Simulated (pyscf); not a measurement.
HF + F–GeH: [singlet] + HF -> F–GeH₂–F + HF, a multi-bond step (singlet surface; F–H, F–H broken, F–Ge, Ge–H, F–H formed). Optimised with ωB97X-D3(BJ)/def2-SVP in PySCF. Correlated levels are frozen-core, on RHF or UHF. ΔMP2 is the change of the MP2 total energy from the triple- to the quadruple-zeta basis. Energies in kJ/mol from the separated reactants.

Small-basis levels: PySCF, no dispersion term, spherical d functions. AM1 to PM7: differences of heats of formation from MOPAC, which are fitted to 298 K values and so differ in kind from electronic energies by zero-point and thermal terms. Cost: rough CPU time at the saddle relative to B3LYP/6-31G*+LANL2DZ, from one job on a shared machine.

```json
[
 {"level": "HF/STO-3G", "barrier": "-93.4", "reaction energy": "-316.2", "cost": "0.10"},
 {"level": "HF/3-21G", "barrier": "[?]", "reaction energy": "-283.6", "cost": "0.1"},
 {"level": "MP2/6-31G*+LANL2DZ", "barrier": "-60.9", "reaction energy": "-235.1", "cost": "0.2"},
 {"level": "PBE/6-31G*+LANL2DZ", "barrier": "-138.0", "reaction energy": "-219.2", "cost": "2"},
 {"level": "M06-2X/6-31G*+LANL2DZ", "barrier": "-88.8", "reaction energy": "-231.6", "cost": "2"},
 {"level": "PBE/def2-SVP", "barrier": "-124.3", "reaction energy": "-195.3", "cost": "3"},
 {"level": "PM3", "barrier": "[?]", "reaction energy": "-261.1", "cost": "under 0.02"},
 {"level": "CCSD(T)/def2-TZVPP + ΔMP2(QZVPP)", "barrier": "[?]", "reaction energy": "-183.8", "cost": "–"}
]
```

### Question
What belongs in the gaps?

### Answer

- HF/3-21G, barrier: -91.1
- PM3, barrier: 16.1
- CCSD(T)/def2-TZVPP + ΔMP2(QZVPP), barrier: -9.5

Against the last row the barrier runs from -128.4 (PBE/6-31G*+LANL2DZ) to +25.7 kJ/mol (PM3). CCSD(T)/def2-TZVPP + ΔMP2(QZVPP) has limits of its own. On the reactant side the descent ends in an adduct with a F–Ge contact, 69.5 kJ/mol under the separated species and 34.0 kJ/mol under the saddle at ωB97X-D3(BJ)/def2-TZVP. On the product side the descent ends in a complex (not fully relaxed), 27.2 kJ/mol under the separated species and 189.4 kJ/mol under the saddle at ωB97X-D3(BJ)/def2-TZVP. At CCSD(T) the saddle lies under the separated reactants, which points to a path from their complex (located at ωB97X-D3(BJ) alone). What is counted as formed (F–Ge) is already present as a longer contact in the reactant adduct; forming that adduct is a step of its own. At ωB97X-D3(BJ)/def2-TZVP the barrier from the zero used here is -35.5 kJ/mol. This is the saddle that the search found; another between the same sides may lie lower. The CCSD(T) − MP2 part came from Ansatz, without density fitting, on the same reference. The frozen core leaves the outer d or s,p core shells of the metals and heavy elements correlated in the MP2 and CC values, and def2-TZVPP describes them poorly, which can shift differences by a few kcal/mol. In the def2 sets elements up to Kr have no core potential.
